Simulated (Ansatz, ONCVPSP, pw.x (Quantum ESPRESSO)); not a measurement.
# molybdenum: does the ONCV potential hold in the solid?

Mo, optimised norm-conserving Vanderbilt (ONCV), made with ONCVPSP 4.0.1.1 (patched build) (PBE, scalar-relativistic). Core [Kr], reference 4d5 5s0.5 5p0.5. Waves: 5s: rc 2.40 bohr, ncon 4, nbas 7, qcut 3.3 1/bohr, local; 5p: rc 4.00 bohr, ncon 3, nbas 8, qcut 2.3 1/bohr, 2 projectors, debl 2.4 Ha; 4d: rc 2.40 bohr, ncon 5, nbas 10, qcut 6.8 1/bohr, 2 projectors, debl 2.1 Ha. Local part: the s channel. Core correction: Teter function, fcfact 2, rcfact 1.

Crystal test: bcc Mo in pw.x 7.5, no spin, 15³ k-points, Fermi–Dirac smearing 0.01 Ry, cutoffs 50/200 Ry. The reference is all-electron LAPW (Ansatz 0.2.0) with the same functional, mesh and smearing; V0 and B0 come from Birch–Murnaghan fits to the pressures at five volumes. Errors are pseudo minus all-electron; Δ is the rms difference of the E(V) curves that follow from these fits, minima aligned, over ±6 % about the mean V0. Mesh and smearing are coarse, so the numbers serve the comparison and aren't converged zero-temperature values; the lattice is a test structure that the element need not adopt.

All-electron: a0 = 3.162 Å (V0 = 15.80 Å³/atom), B0 = 259.2 GPa.

Task: How far does the potential miss the all-electron equation of state?

Result: converged, but broken (pressure over 100 GPa off). The pressure does not cross zero within the volumes sampled, so no fit is given. The largest radius (4.00 bohr) exceeds half the bond length (2.59 bohr), so the spheres overlap, which is one possible source of error among others. The pseudo pressure rises with volume over the whole range, a mechanical instability. Note: ghosts flagged at negative energy: p at -3.8 eV; no localised positive-energy state flagged. A true bound ghost makes a file unfit for plane-wave use. Atomic configuration tests: 2 of 4 tests not solved or not reliable. A pressure error of this size marks a broken potential; the numbers have no physical meaning.

```csv
V (Å³/atom),P all-electron (GPa),P pseudo (GPa)
15.012,14.82,-979.18
15.407,6.93,-953.48
15.802,-0.00,-929.84
16.197,-6.08,-880.01
16.592,-11.41,-818.17
```

Task: At the middle volume, how do free energy and pressure move when the wave cutoff is lowered (ecutrho kept at four times it)?

Result:

```tsv
cutoff (Ry)	shift of F (meV/atom)	shift of P (GPa)
22	+17013.4	+714.47
30	+6347.4	-27.77
40	+183.0	-14.13
```

The run at the middle volume (120 k-points, 8 iterations) took about 15 s on one core of a shared host (Neoverse-N1, 64 threads, 124 GiB, load 60).
